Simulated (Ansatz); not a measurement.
in.yaml

```yaml
crystal:
  periodic: [false, false, false]
  atoms:
    - {symbol: Si, position_ang: [0.000000, -0.101589, 0.514766]}
    - {symbol: O, position_ang: [0.000000, 0.107669, -0.993765]}
    - {symbol: H, position_ang: [0.000000, 1.121646, 1.430812]}
basis:
  gaussian: {orbitals: cc-pVDZ}
magnetization: {spin_polarized: true, initial_magnetization: 1}
correlation: {method: ccsdt_q, electrons: outside_noble_gas}
```

```sh
$ ansatz run in.yaml --threads 1 --pin off --events-out ev --progress --plain --max-ram 2393MiB
```

Q: Roughly how long does this take on 1 thread of Intel Xeon 6975P-C, shared host, and how much host memory?

A: 11 s wall and 0.26 GiB.

```
655 factors; integrals over basis functions are off by at most 1.4e-7 eV
mean field evaluation 1: about -9908.9643 eV, gradient 3.1e1 eV
mean field evaluation 2: about -9908.9689 eV, gradient 3.1e1 eV
mean field evaluation 4: about -9913.4586 eV, gradient 2.3e0 eV
mean field evaluation 8: about -9913.5411 eV, gradient 4.2e-3 eV
mean field evaluation 16: about -9913.5331 eV, gradient 2.2e-1 eV
mean field evaluation 32: about -9913.4380 eV, gradient 1.3e0 eV
mean field evaluation 64: about -9911.2462 eV, gradient 2.2e0 eV
mean field evaluation 96: about -9910.0769 eV, gradient 1.1e1 eV
mean field evaluation 128: about -9910.1279 eV, gradient 2.2e-2 eV
mean field evaluation 160: about -9910.4373 eV, gradient 1.2e0 eV
...
cycle  11  -8.04969108 eV  change    3.2e-4 eV  update   2.3e-4
cycle  12  -8.04978901 eV  change   -9.8e-5 eV  update   1.1e-4
cycle  13  -8.04982323 eV  change   -3.4e-5 eV  update   5.5e-5
cycle  14  -8.04989104 eV  change   -6.8e-5 eV  update   3.0e-5
cycle  15  -8.04989895 eV  change   -7.9e-6 eV  update   1.5e-5
cycle  16  -8.04989544 eV  change    3.5e-6 eV  update   7.9e-6
cycle  17  -8.04988948 eV  change    6.0e-6 eV  update   5.0e-6
cycle  18  -8.04988650 eV  change    3.0e-6 eV  update   2.6e-6
cycle  19  -8.04988554 eV  change    9.6e-7 eV  update   1.4e-6
cycle  20  -8.04988576 eV  change   -2.1e-7 eV  update   8.6e-7
perturbative correction -0.04480670 eV, -0.0016466160 hartree
Total energy: -9921.63576318 eV, -364.6133891706 hartree
```

For the same geometry and basis RCCSDT(Q) lies 15.5 meV higher.
